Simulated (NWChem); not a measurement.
**Correlation energy of H$_{2}$Si**

```xyz
3

Si     0.0000     0.0000     0.1341
H      1.0961     0.0000    -0.9390
H     -1.0961     0.0000    -0.9390
```
Charge 0, spin multiplicity 1.

Program: NWChem. Structure: optimised with PBE0/def2-SVP, a minimum by its harmonic frequencies.

Basis set: def2-SVP. Each correlation energy counts from its own Hartree-Fock reference.

The correlated methods keep 5 core orbitals frozen. The structure started from a generated list of species. No row is a measurement; the coupled-cluster row has its own basis-set and correlation limits.

Order these methods by the correlation energy they give, lowest first: MP2, SCS-MP2, CR-CCSD[T], CCSD.

CR-CCSD[T] (-116.7 mHa), CCSD (-114.7 mHa), SCS-MP2 (-96.9 mHa), MP2 (-87.0 mHa)
